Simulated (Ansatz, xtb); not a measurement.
**Relative energy of two isomers of H3N2O**

Structure a: `NN[O]`, a doublet. Structure b: `N[N]O`, a doublet. Both are isolated molecules in the gas phase, relaxed with PBE0-D3(BJ)/def2-SVP; the shapes shown needn't be the lowest conformers.

a (Å):

```xyz
6

N    -0.3236   -0.7207    0.4817
N     0.8634   -0.1729    0.9586
O     1.5732   -0.7386    1.8186
H    -0.1566   -1.7126    0.2932
H    -1.0105   -0.6873    1.2375
H     1.2789    0.5284    0.3402
```

b (Å):

```xyz
6

N    -0.4699   -0.2368    0.6241
N     0.7375   -0.7664    0.3249
O     1.1657   -1.3486    1.4859
H    -0.5325    0.1198    1.5815
H    -0.7118    0.4687   -0.0651
H     2.0058   -1.7491    1.2357
```

Q: Estimate E(b) − E(a) at the level CCSD(T)/def2-TZVP.

A: Too close to call at this level: CCSD(T)/def2-TZVP gives E(b) − E(a) = −1.61 kcal/mol.

Level by level:

```json
{"level": "GFN2-xTB", "geometry": "GFN2-xTB", "E(b) − E(a) (kcal/mol)": "−5.00", "departure from the last row (kcal/mol)": "−3.39", "job, with rough time for the two": "optimisation, 0.092 s"}
{"level": "HF/STO-3G", "geometry": "GFN2-xTB", "E(b) − E(a) (kcal/mol)": "−11.31", "departure from the last row (kcal/mol)": "−9.70", "job, with rough time for the two": "single point, 0.2 s"}
{"level": "r2SCAN-D4/def2-SVP", "geometry": "GFN2-xTB", "E(b) − E(a) (kcal/mol)": "+0.80", "departure from the last row (kcal/mol)": "+2.41", "job, with rough time for the two": "single point, 4.1 s"}
{"level": "PBE0-D3(BJ)/def2-SVP", "geometry": "PBE0-D3(BJ)/def2-SVP", "E(b) − E(a) (kcal/mol)": "+2.04", "departure from the last row (kcal/mol)": "+3.65", "job, with rough time for the two": "optimisation, 46 s"}
{"level": "HF/def2-TZVP", "geometry": "PBE0-D3(BJ)/def2-SVP", "E(b) − E(a) (kcal/mol)": "−2.97", "departure from the last row (kcal/mol)": "−1.36", "job, with rough time for the two": "part of the CCSD(T) run"}
{"level": "MP2/def2-TZVP", "geometry": "PBE0-D3(BJ)/def2-SVP", "E(b) − E(a) (kcal/mol)": "−0.95", "departure from the last row (kcal/mol)": "+0.66", "job, with rough time for the two": "part of the CCSD(T) run"}
{"level": "CCSD(T)/def2-TZVP", "geometry": "PBE0-D3(BJ)/def2-SVP", "E(b) − E(a) (kcal/mol)": "−1.61", "departure from the last row (kcal/mol)": "", "job, with rough time for the two": "single point, 86 s"}
```

As drawn, b has 1 O–H in place of 1 N–H.

r2SCAN-D4/def2-SVP, PBE0-D3(BJ)/def2-SVP put the two in the other order. The largest departure from CCSD(T)/def2-TZVP is that of HF/STO-3G, 9.70 kcal/mol.

With harmonic frequencies from PBE0-D3(BJ)/def2-SVP (ideal gas, rigid rotor, one conformer each, 298.15 K, 1 atm): on the last row, ΔE + ΔZPE = −1.63, ΔH = −1.74, ΔG = −1.40 kcal/mol.

Open shells are spin-unrestricted. The correlated steps freeze 3 core orbitals. Mirror images aren't counted in ΔG. Run with Ansatz 0.2.0, xtb 6.7.1; the last row on 1 thread of Arm Neoverse V1 on a shared host.
